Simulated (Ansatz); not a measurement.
Breaking a bond in CHCl3 (chloroform)

CHCl3: 5 atoms, total charge 0, spin state singlet. As SMILES, `ClC(Cl)Cl`. Geometry: relaxed at PBE0-D4/def2-TZVP.

```
atom    x (Å)    y (Å)    z (Å)
  Cl  -0.6715   0.3932   1.5452
   C   0.0501   0.0869  -0.0295
  Cl   1.2339  -1.2115   0.0564
  Cl  -1.1825  -0.2568  -1.2365
   H   0.5700   0.9881  -0.3357
```

The C2–Cl3 distance is scanned; the parts on either side stay rigid. Basis STO-3G, 16 core orbitals frozen in the correlated methods; program Ansatz 0.2.0. FCI is exact within this basis and core. Energies in eV from each method's value at 1.759 Å; methods without a U are spin-restricted; a dash marks a point that is missing or didn't converge. The shape above is that at 1.759 Å.

```json
{"distance (Å)": "1.759", "HF": "0.00", "B2PLYP": "0.00", "CCSD": "0.00", "CCSDTQ": "0.00", "FCI": "0.00"}
{"distance (Å)": "2.199", "HF": "1.35", "B2PLYP": "0.79", "CCSD": "0.72", "CCSDTQ": "0.68", "FCI": "0.68"}
{"distance (Å)": "2.639", "HF": "3.80", "B2PLYP": "2.50", "CCSD": "2.18", "CCSDTQ": "2.07", "FCI": "2.07"}
{"distance (Å)": "3.518", "HF": "6.83", "B2PLYP": "4.06", "CCSD": "3.08", "CCSDTQ": "2.85", "FCI": "2.85"}
{"distance (Å)": "4.398", "HF": "7.84", "B2PLYP": "3.81", "CCSD": "3.13", "CCSDTQ": "–", "FCI": "2.87"}
```

Departure from the FCI curve at its largest: HF +4.96 eV at 4.40 Å; B2PLYP +1.20 eV at 3.52 Å; CCSD +0.26 eV at 4.40 Å; CCSDTQ within 0.005 eV. The curve of B2PLYP turns over, which the reference doesn't. Restricted functionals keep the electrons paired too, and rise too high. Restricted Hartree–Fock keeps the electrons paired, so it rises far too high as the bond breaks.
